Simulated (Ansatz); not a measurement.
# The cluster As₂Se: a spread of methods and bases

Aim: run the cluster As₂Se under a spread of inputs, and see what each costs and gives.

Program: Ansatz 0.2.0, Gaussian basis. Level of theory: the settings change from run to run. These are calculated values, not measurements.

### Step 1. The geometry

The geometry comes from an earlier relaxation with PBE0-D4 in a triple-zeta def2 set; it is a stationary point.

3 atoms, charge 0, spin multiplicity 1.

Atoms are counted from 1 here; the program's logs count them from 0.

Bond lengths: As1–As2 2.207 Å, As1–Se3 2.424 Å, As2–Se3 2.423 Å. Angles: As2–As1–Se3 62.9°, As1–As2–Se3 62.9°, As1–Se3–As2 54.2°.

Geometry (Å):

```mol
As2Se
  3D, bonds by distance, orders not assigned

  3  3  0  0  0  0  0  0  0  0999 V2000
   -0.4501    0.7672   -0.9715 As  0  0
    0.9405    0.5633    0.7297 As  0  0
   -0.4904   -1.3305    0.2417 Se  0  0
  1  2  8  0
  1  3  8  0
  2  3  8  0
M  END
```

### Step 2. HF/def2-mTZVPP

Set apart from the defaults: atoms shaken by 0.15 Å.

Contents of in.yaml:

```yaml
crystal:
  periodic: [false, false, false]
  atoms:
    - {symbol: As, position_ang: [-0.642305, 0.631383, -0.928084]}
    - {symbol: As, position_ang: [0.907090, 0.550602, 0.865429]}
    - {symbol: Se, position_ang: [-0.756209, -1.325091, 0.385104]}
basis:
  gaussian: {orbitals: def2-mTZVPP}
hamiltonian: {xc: {name: HF}}
scf: {omitted_lower_state_checks: [starts]}
```

Started as:

```sh
$ ansatz run in.yaml --threads 4 --pin off --events-out ev --progress --plain --max-ram 3916MiB
```

The log of the run:

```text
Functional definition: HF
  name "HF"
  cite "Fock, Z. Phys. 61, 126 (1930) doi:10.1007/BF01340294"
  parent pbe
  exchange = exact_x
  correlation = 0
these checks for a lower state are left out or cut short: starts
1072 factors; integrals over basis functions are off by at most 7.6e-4 eV
mean field evaluation 1: about -186893.2677 eV, gradient 1.4e1 eV
mean field evaluation 2: about -186893.2851 eV, gradient 1.4e1 eV
mean field evaluation 4: about -186894.1066 eV, gradient 1.9e0 eV
mean field evaluation 8: about -186894.1304 eV, gradient 1.9e-1 eV
mean field -186894.13100832 eV, -6868.2326331639 hartree, gradient 1.3e-5 eV, S^2 0.000000; 0 other end points of the search recorded, 0 dependent functions left out
reference -186894.13100832 eV, -6868.2326331639 hartree; 50, 50 occupied and 58, 58 virtual orbitals, 1072 factors
Total energy: -186894.13100832 eV, -6868.2326331639 hartree
Checks for a lower state left out: starts
```

Wall time 2 s (4 threads of Intel Xeon Platinum 8259CL at 2.50GHz, shared host).

### Step 3. PBEsol/cc-pVDZ

Set apart from the defaults: charge -1, multiplicity 2, restricted open-shell orbitals, atoms shaken by 0.15 Å, a grid of angular degree 23, the search for lower states set to full.

Contents of in.yaml:

```yaml
crystal:
  periodic: [false, false, false]
  atoms:
    - {symbol: As, position_ang: [-0.614566, 0.998163, -1.104646]}
    - {symbol: As, position_ang: [1.041295, 0.658819, 0.882827]}
    - {symbol: Se, position_ang: [-0.555338, -1.598473, 0.020871]}
basis:
  gaussian: {orbitals: cc-pVDZ, final_grid: {core_spheres: 8, valence_spheres: 7, degree: 23}}
total_charge: -1
magnetization: {spin_polarized: false, initial_magnetization: 1}
hamiltonian: {xc: {name: PBEsol}}
scf: {lower_state_search: full}
```

The command is unchanged.

The log of the run, shortened:

```text
Functional definition: PBEsol
  name "PBEsol"
  cite "Perdew et al., Phys. Rev. Lett. 100, 136406 (2008) doi:10.1103/PhysRevLett.100.136406"
  cite "Perdew, Burke & Ernzerhof, Phys. Rev. Lett. 77, 3865 (1996) doi:10.1103/PhysRevLett.77.3865"
  parent pbesol
[...]
988 factors; integrals over basis functions are off by at most 1.0e-3 eV
[...]
mean field -186874.96257294 eV, -6867.5282061565 hartree, gradient 3.4e-5 eV, S^2 0.750000; 17 other end points of the search recorded, 0 dependent functions left out
reference -186874.96260672 eV, -6867.5282073978 hartree; 51, 50 occupied and 30, 31 virtual orbitals, 988 factors
Total energy: -186874.96260672 eV, -6867.5282073978 hartree
```

It took 15 s on 4 threads of Intel Xeon Platinum 8259CL at 2.50GHz, shared host.

### Step 4. r2SCAN0/def2-mTZVPP

Set apart from the defaults: atoms shaken by 0.08 Å, D4 dispersion.

Contents of in.yaml:

```yaml
crystal:
  periodic: [false, false, false]
  atoms:
    - {symbol: As, position_ang: [-0.526138, 0.715111, -0.955268]}
    - {symbol: As, position_ang: [0.912411, 0.612474, 0.712581]}
    - {symbol: Se, position_ang: [-0.503654, -1.339984, 0.309274]}
basis:
  gaussian: {orbitals: def2-mTZVPP}
hamiltonian: {xc: {name: r2SCAN0}, dispersion: d4}
scf: {omitted_lower_state_checks: [starts]}
output: {forces: true}
```

Launched as before.

The log of the run, shortened:

```text
Functional definition: r2SCAN0
  name "r2SCAN0"
  cite "Bursch, Neugebauer, Ehlert & Grimme, J. Chem. Phys. 156, 134105 (2022) doi:10.1063/5.0086040"
  cite "Furness, Kaplan, Ning, Perdew & Sun, J. Phys. Chem. Lett. 11, 8208 (2020) doi:10.1021/acs.jpclett.0c02405"
  cite "Furness, Kaplan, Ning, Perdew & Sun, J. Phys. Chem. Lett. 11, 9248 (2020) doi:10.1021/acs.jpclett.0c03077"
  parent r2scan
[...]
1072 factors; integrals over basis functions are off by at most 7.3e-4 eV
[...]
mean field -187030.89484967 eV, -6873.2586116316 hartree, gradient 3.1e-5 eV, S^2 0.000000; 0 other end points of the search recorded, 0 dependent functions left out
[...]
reference -187030.89485569 eV, -6873.2586118530 hartree; 50, 50 occupied and 58, 58 virtual orbitals, 1072 factors
Total energy: -187030.92785457 eV, -6873.2598245391 hartree
Atom 0 at    -0.526138     0.715111    -0.955268 Å, force     0.071810     0.002244     0.078813 eV/Å
Atom 1 at     0.912411     0.612474     0.712581 Å, force    -0.142930    -0.092819    -0.103583 eV/Å
Atom 2 at    -0.503654    -1.339984     0.309274 Å, force     0.071120     0.090575     0.024769 eV/Å
Dipole moment:     0.117727     0.359365    -0.085309 e Å
Checks for a lower state left out: starts
```

Run time: 4.7 s. Hardware: 4 threads of Intel Xeon Platinum 8259CL at 2.50GHz, shared host.

Largest force 0.199 eV/Å, dipole 1.86 D.

### Step 5. rPW86-PBE/6-31G*

Contents of in.yaml:

```yaml
crystal:
  periodic: [false, false, false]
  atoms:
    - {symbol: As, position_ang: [-0.450100, 0.767215, -0.971456]}
    - {symbol: As, position_ang: [0.940468, 0.563250, 0.729724]}
    - {symbol: Se, position_ang: [-0.490368, -1.330465, 0.241733]}
basis:
  gaussian: {orbitals: "6-31G*"}
hamiltonian: {xc: {name: rPW86-PBE}}
scf: {omitted_lower_state_checks: [starts]}
output: {forces: true}
```

Launched as before.

The log of the run, shortened:

```text
Functional definition: rPW86-PBE
  name "rPW86-PBE"
  cite "Murray, Lee & Langreth, J. Chem. Theory Comput. 5, 2754 (2009) doi:10.1021/ct900365q"
  cite "Perdew, Burke & Ernzerhof, Phys. Rev. Lett. 77, 3865 (1996) doi:10.1103/PhysRevLett.77.3865"
  parent pbe
[...]
1102 factors; their error is unknown
[...]
mean field -187077.05830013 eV, -6874.9550871451 hartree, gradient 1.3e-5 eV, S^2 0.000000; 0 other end points of the search recorded, 0 dependent functions left out
[...]
reference -187077.05837908 eV, -6874.9550900465 hartree; 50, 50 occupied and 55, 55 virtual orbitals, 1102 factors
Total energy: -187077.05837908 eV, -6874.9550900465 hartree
Atom 0 at    -0.450100     0.767215    -0.971456 Å, force    -0.759004     0.691147    -1.276516 eV/Å
Atom 1 at     0.940468     0.563250     0.729724 Å, force     1.165375     0.410187     1.076930 eV/Å
Atom 2 at    -0.490368    -1.330465     0.241733 Å, force    -0.406372    -1.101334     0.199586 eV/Å
Dipole moment:     0.121379     0.329033    -0.059660 e Å
Checks for a lower state left out: starts
```

It took 3 s on 4 threads of Intel Xeon Platinum 8259CL at 2.50GHz, shared host.

Largest force 1.639 eV/Å, dipole 1.71 D.

### Step 6. All runs side by side

| level | charge | multiplicity | geometry | functions | energy (eV) | time |
| --- | --- | --- | --- | --- | --- | --- |
| HF/def2-mTZVPP | 0 | 1 | shaken | 108 | -186894.131 | 2 s |
| PBEsol/cc-pVDZ | -1 | 2 | shaken | 81 | -186874.963 | 15 s |
| r2SCAN0/def2-mTZVPP | 0 | 1 | shaken | 108 | -187030.928 | 4.7 s |
| rPW86-PBE/6-31G* | 0 | 1 | relaxed | 105 | -187077.058 | 3 s |

### Step 7. What came out

| quantity | value |
| --- | --- |
| runs | 4 |
| quickest | HF/def2-mTZVPP, 2 s |
| slowest | PBEsol/cc-pVDZ, 15 s |

**Reading.** The runs differ in state or geometry as well as level, so their energies can't be set against each other. PBEsol/cc-pVDZ took 8 times as long as HF/def2-mTZVPP. The jobs differ in tasks and options as well as level. At the PBE0-D4/def2-TZVP geometry and in the same state, runs without warnings or point charges leave forces up to 1.64 eV/Å (rPW86-PBE/6-31G*).
